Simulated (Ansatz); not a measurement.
# SiH₄ (singlet): from Hartree-Fock to the top rungs, 6-31G*

One table from this session's results is given with a row withheld; the runs are named, their logs left out.

Computed with Ansatz 0.2.0, Gaussian basis. Level: 6-31G*, core rule «outside noble gas», up to 5 orbitals frozen.

To be run: UHF; CCSD(T) on RHF; BCCD(T) on RHF; CISD; CCSDT(Q) on RHF; CISDTQ; CCSDTQ on RHF; CASSCF and MRCISD+Q, 8 electrons in 8 orbitals; CASSCF and NEVPT2, 8 electrons in 8 orbitals; Full CI.

9 further runs of the same task are left out: 9 set aside as unsound or not needed.

**The geometry**

The geometry is an MP2(full)/6-31G* stationary point (not a proven minimum).

5 atoms, charge 0, spin multiplicity 1.

Atoms are counted from 1 here; the program's logs count them from 0.

Bond lengths: Si1–H2 1.483 Å, Si1–H3 1.483 Å, Si1–H4 1.483 Å, Si1–H5 1.483 Å. Angles: H2–Si1–H3 109.5°, H2–Si1–H4 109.5°, H2–Si1–H5 109.5°, H3–Si1–H4 109.5°, H3–Si1–H5 109.5°, H4–Si1–H5 109.5°.

The first run:

in.yaml

```yaml
crystal:
  periodic: [false, false, false]
  atoms:
    - {symbol: Si, position_ang: [0.000000, 0.000000, 0.000000]}
    - {symbol: H, position_ang: [0.856135, 0.856135, 0.856135]}
    - {symbol: H, position_ang: [-0.856135, -0.856135, 0.856135]}
    - {symbol: H, position_ang: [-0.856135, 0.856135, -0.856135]}
    - {symbol: H, position_ang: [0.856135, -0.856135, -0.856135]}
basis:
  gaussian: {orbitals: "6-31G*"}
magnetization: {spin_polarized: true, initial_magnetization: 0}
hamiltonian: {xc: hf}
output: {orbitals: {seedname: orbitals}}
```

Started as:

```bash
$ ansatz run in.yaml --threads 1 --pin off --events-out ev --progress --plain --max-ram 8192MiB --backend cpu
```

Among the steps run: UHF; CCSD(T) on RHF; BCCD(T) on RHF; CISD; CCSDT(Q) on RHF; CISDTQ; CCSDTQ on RHF; CASSCF and MRCISD+Q, 8 electrons in 8 orbitals; CASSCF and NEVPT2, 8 electrons in 8 orbitals; Full CI.

One table of the session follows, with a row left open; its other results are not shown here.

```
          method  from FCI (kJ/mol)
             RHF             +288.1
            RMP2              +72.6
            CISD              +17.8
           RCCSD               +6.7
        RCCSD(T)               +1.6
         BCCD(T)               +1.6
          RCCSDT               +0.1
          CISDTQ               +0.5
       RCCSDT(Q)                0.0
         RCCSDTQ                0.0
  CASSCF valence             +138.8
  NEVPT2 valence              +47.4
  MRCISD valence               +7.5
MRCISD+Q valence                  ?
             FCI                  0
```

Q: Estimate the row for MRCISD+Q valence from the others.

As computed: from FCI (kJ/mol): +3.7. In the column «from FCI (kJ/mol)» it lies between BCCD(T) (+1.6) and RCCSD (+6.7).
